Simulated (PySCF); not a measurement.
## How well do the runs reproduce experiment for methylamine?

**What was measured.**

From NIST CCCBDB Release 22 (SRD 101), experimental dipoles, for the gas: dipole moment (microwave Stark effect) 1.31 D.

NIST CCCBDB Release 22 (SRD 101), experimental polarizabilities lists, for the gas: mean polarisability 3.754 Å³.

From CORE65 (Golze, Keller, Rinke, J. Phys. Chem. Lett. 2020, 11, 1840), as tabulated in Jana, Herbert, J. Chem. Phys. 2023, 158, 094111, SI, for the gas: N 1s binding energy of N2 405.17 eV.

From Jolly, The use of core electron binding energies as bench marks for the comparison of valence shell ionization potentials, LBL-11396 (1980); values from Bakke, Chen, Jolly 1980, for the gas: N 1s binding energy of N2 405.17 eV.

The results are set against them at the end.

Species: methylamine, CH5N.
Atom-mapped SMILES: `[CH3:1][NH2:2]` (hydrogens: H3, H4, H5 on C1; H6, H7 on N2)

Cartesian coordinates in Å at the GFN2-xTB level; atoms count from 1:
```
atom  x, y, z in Å
C1    -0.5718    0.0399   -0.0015
N2     0.8528    0.1068    0.2753
H3    -1.0635   -0.4693    0.8268
H4    -0.8304   -0.4846   -0.9329
H5    -0.9609    1.0559   -0.0603
H6     1.2422   -0.8276    0.3448
H7     1.3349    0.5839   -0.4793
```

Runs made with PySCF (gas phase, on this GFN2-xTB geometry; non-relativistic but for the core-level run):

```tsv
level	job	basis functions
PBE0/STO-3G	shieldings	15
PBE0/def2-TZVPP, damping 0.2 at the start, DIIS from the seventh cycle	shieldings	132
PW91/def2-TZVPP	shieldings, charges and field gradients, density and orbital grids written	132
wB97X-D/def2-SVPD	8 singlets by full TDDFT, 3 Tamm–Dancoff triplets, polarisability	80
PBE0/def2-SVPD	6 singlets by full TDDFT, 2 Tamm–Dancoff triplets, polarisability	80
PBE0/cc-pVDZ	25 singlets by full TDDFT, polarisability, density and orbital grids written	53
B3LYP/pcJ-1	spin–spin couplings from 7 perturbed nuclei	104
PBE0/6-31G-J	spin–spin couplings from 7 perturbed nuclei	44
delta-SCF UKS SCAN, pcX-2 on the ionised atom, pcseg-1 elsewhere, spin-free X2C	ΔSCF core ionisation, 2 holes	84
```

All basis functions are spherical.

## Comparison

**Dipole moment.** Measured: 1.31 D (NIST CCCBDB Release 22 (SRD 101), experimental dipoles).

```csv
level,computed (D),computed − measured (D),% (from the printed values)
PBE0/STO-3G,1.45,+0.14,+11
PBE0/def2-TZVPP,1.30,-0.01,-1
PW91/def2-TZVPP,1.26,-0.05,-4
wB97X-D/def2-SVPD,1.34,+0.03,+2
PBE0/def2-SVPD,1.30,-0.01,-1
PBE0/cc-pVDZ,1.24,-0.07,-5
B3LYP/pcJ-1,1.41,+0.10,+8
PBE0/6-31G-J,1.71,+0.40,+31
```

8 of the 9 levels run are shown, the closest and the furthest among them. The computed dipoles belong to one fixed geometry; measured ones are averaged over vibrations unless marked μe. Magnitudes are compared, not signs.

**Mean polarisability.** Measured: 3.754 Å³ (NIST CCCBDB Release 22 (SRD 101), experimental polarizabilities).

```
            level  computed (Å³)  computed − measured (Å³)  % (from the printed values)
wB97X-D/def2-SVPD          3.650                    -0.104                           -3
   PBE0/def2-SVPD          3.661                    -0.093                           -2
     PBE0/cc-pVDZ          2.907                    -0.847                          -23
```

Closest is PBE0/def2-SVPD (-0.093 Å³), furthest PBE0/cc-pVDZ (-0.847 Å³); one molecule doesn't rank methods. All 3 levels lie below the measurement. The computed values are static and purely electronic, with core orbitals frozen in the response (1 au = 0.148185 Å³). The table of measured values doesn't say here whether a value is static or optical, or holds a vibrational part.

**Core binding energies.** Delta-SCF UKS SCAN, pcX-2 on the ionised atom, pcseg-1 elsewhere, spin-free X2C (PySCF 2.14.0).

```tsv
level and atom	computed (eV)	measured (eV)	computed − measured (eV)
N 1s, N2	405.09	405.17 and 405.17	-0.08
```

Sources, in the order of the opening: CORE65 (Golze, Keller, Rinke, J. Phys. Chem. Lett. 2020, 11, 1840), as tabulated in Jana, Herbert, J. Chem. Phys. 2023, 158, 094111, SI; Jolly, The use of core electron binding energies as bench marks for the comparison of valence shell ionization potentials, LBL-11396 (1980); values from Bakke, Chen, Jolly 1980. The computed values are vertical, without vibrational structure; measured positions hang on the energy calibration. 

No measured geometry was used, and the causes of the misses weren't examined.
